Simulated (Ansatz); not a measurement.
Ansatz (an electronic-structure program) input (B3LYP/cc-pVDZ):

Ansatz 0.2 input:
```yaml
crystal:
  periodic: [false, false, false]
  atoms:
    - {symbol: C, position_ang: [-0.00233672, -0.01320033, 0.40656095]}
    - {symbol: C, position_ang: [0.00434316, -0.80707826, -0.83785496]}
    - {symbol: C, position_ang: [0.00558042, 0.70710030, -0.90415124]}
    - {symbol: C, position_ang: [-0.00965178, 0.02786477, 1.68743715]}
    - {symbol: H, position_ang: [-0.90729426, -1.32815147, -1.10616783]}
    - {symbol: H, position_ang: [0.91840434, -1.32918531, -1.09570815]}
    - {symbol: H, position_ang: [0.92166364, 1.20832260, -1.19218898]}
    - {symbol: H, position_ang: [-0.90657413, 1.20935788, -1.20266321]}
    - {symbol: H, position_ang: [-0.01381006, 0.75153746, 2.48477683]}
basis:
  gaussian:
    orbitals: cc-pVDZ
hamiltonian:
  xc: {name: B3LYP}
magnetization: {spin_polarized: true, initial_magnetization: 1}
output: {forces: true}
```

From the last part of the output:

```
WARN ansatz: RAYON_NUM_THREADS=1 ignored (pool sized by the plan → 1); use --threads N
Functional definition: B3LYP
integrals: 0.03 GiB planned
742 factors; integrals over basis functions are off by at most 1.1e-3 eV
mean field: 0.33 GiB planned
mean field evaluation 1: about -4219.7784 eV, gradient 3.2e1 eV
mean field evaluation 2: about -4217.7327 eV, gradient 3.8e1 eV
mean field evaluation 4: about -4225.3998 eV, gradient 1.5e0 eV
mean field evaluation 8: about -4225.6054 eV, gradient 2.3e-1 eV
mean field evaluation 16: about -4225.6063 eV, gradient 1.0e-3 eV
mean field -4225.60627562 eV, -155.2881664103 hartree, gradient 4.9e-5 eV, S^2 0.760033; 0 other end points of the search recorded, 0 dependent functions left out
the calculation of the forces begins
reference -4225.60648026 eV, -155.2881739304 hartree; 15, 14 occupied and 66, 67 virtual orbitals, 742 factors
Total energy: -4225.60648026 eV, -155.2881739304 hartree
Atom 0 at    -0.002337    -0.013200     0.406561 Å, force     0.002599     0.025036    -0.451108 eV/Å
Atom 1 at     0.004343    -0.807078    -0.837855 Å, force     0.000275     0.038135    -0.044256 eV/Å
Atom 2 at     0.005580     0.707100    -0.904151 Å, force     0.000054    -0.068345    -0.016231 eV/Å
Atom 3 at    -0.009652     0.027865     1.687437 Å, force    -0.003572    -0.280509     0.595801 eV/Å
Atom 4 at    -0.907294    -1.328151    -1.106168 Å, force    -0.328067    -0.190254    -0.096349 eV/Å
Atom 5 at     0.918404    -1.329185    -1.095708 Å, force     0.328934    -0.190626    -0.092585 eV/Å
Atom 6 at     0.921664     1.208323    -1.192189 Å, force     0.333641     0.184743    -0.103249 eV/Å
Atom 7 at    -0.906574     1.209358    -1.202663 Å, force    -0.332227     0.185120    -0.107064 eV/Å
Atom 8 at    -0.013810     0.751537     2.484777 Å, force    -0.001637     0.296700     0.315041 eV/Å
Dipole moment:     0.001240     0.110377    -0.205442 e Å
```
